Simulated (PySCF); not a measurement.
# Basis set benchmark on one molecule

Molecule: SMILES O=P([O-])([O-])[O-], [O₄P]3-.

Geometry (Å), atoms numbered from 1 in this order:
```xyz
5

O     0.163   -0.363    1.715
P    -0.054    0.021    0.177
O    -0.917    1.365    0.079
O     1.367    0.249   -0.523
O    -0.829   -1.165   -0.565
```

Total charge -3.

Geometry PBE0-D3(BJ)/def2-SVP throughout; GIAO in PySCF 2.14.0 with density-fitted response routines, gas phase, one conformer, non-relativistic; equivalent atoms averaged; functional PBE0.

Reference values (measured; NMR Tables: representative 31P chemical shifts referenced to 85 % H3PO4 (instrument maker's almanac)): δ(P2) = 6.0 ppm vs 85 % H3PO4. Computed shifts are taken against H3PO4, calculated as an isolated molecule at each level.

How do the basis sets STO-3G, 6-31G, 6-31G*, def2-SVP, 6-311+G(2d,p), def2-TZVP perform against the reference? Times are CPU seconds on 1 thread of an Arm Neoverse V1, shared host.

Results:


```
    basis set  functions    P2  abs. error P  core-s
       STO-3G         29  24.2          18.2     1.3
        6-31G         49  34.1          28.1     2.5
       6-31G*         74  24.6          18.6     3.4
     def2-SVP         74  25.9          19.9     3.1
6-311+G(2d,p)        143  38.8          32.8     7.7
    def2-TZVP        161  29.6          23.6     8.9
```

For ³¹P the closest is STO-3G (18.2 ppm) and the furthest 6-311+G(2d,p) (32.8 ppm). Where a smaller basis beats a larger one, errors probably cancel. One molecule is a small sample, and vibrational and solvent effects are absent from the calculation.

A small basis that lands close on one nucleus may do so by chance; judge by the trend and by all nuclei.
